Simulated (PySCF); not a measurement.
Isomers of C4H9ClO. The calculation used PySCF 2.14.0, PBE0-D3(BJ)/def2-SVP geometry optimisation, gas phase. One conformer each; no zero-point energy, no entropy. No frequencies were run at this level. Point groups hold within 0.08 Å.

Question: Rank from lowest to highest electronic energy at this level (kcal/mol).
A. `[CH3:1][O:2][CH2:3][CH2:4][CH2:5][Cl:6]` with C1–O2–C3–C4 174°, O2–C3–C4–C5 -60°, C3–C4–C5–Cl6 -65°
B. `[CH3:1][CH2:2][O:3][CH2:4][CH2:5][Cl:6]` with C1–C2–O3–C4 73°, C2–O3–C4–C5 170°, O3–C4–C5–Cl6 178°
C. `[CH3:1][O:2][C@H:3]([CH3:4])[CH2:5][Cl:6]` with C1–O2–C3–C4 -75°, O2–C3–C5–Cl6 -173°

Answer: C (0.0), A (0.2), B (0.9).

Neighbours under 2.5 kcal/mol apart (CO[C@H](C)CCl and COCCCCl; COCCCCl and CCOCCCl) can change places with a better method, another conformer or zero-point energy.

```json
{"SMILES": "CO[C@H](C)CCl", "E (Eh)": "-692.52525", "E rel (kcal/mol)": "0.0", "dipole (D)": "1.85", "point group": "C1", "A, B, C (MHz)": "6771, 1352, 1213"}
{"SMILES": "COCCCCl", "E (Eh)": "-692.52500", "E rel (kcal/mol)": "0.2", "dipole (D)": "1.69", "point group": "C1", "A, B, C (MHz)": "5152, 1414, 1252"}
{"SMILES": "CCOCCCl", "E (Eh)": "-692.52377", "E rel (kcal/mol)": "0.9", "dipole (D)": "1.95", "point group": "C1", "A, B, C (MHz)": "9650, 985.5, 934.6"}
```

Question: As an exercise, what shares would exp(−E/RT) give at 2000 K from these electronic energies alone (no entropy, no degeneracies)?

Answer: RT = 3.974 kcal/mol: CO[C@H](C)CCl 36.3 %, COCCCCl 34.9 %, CCOCCCl 28.8 %.
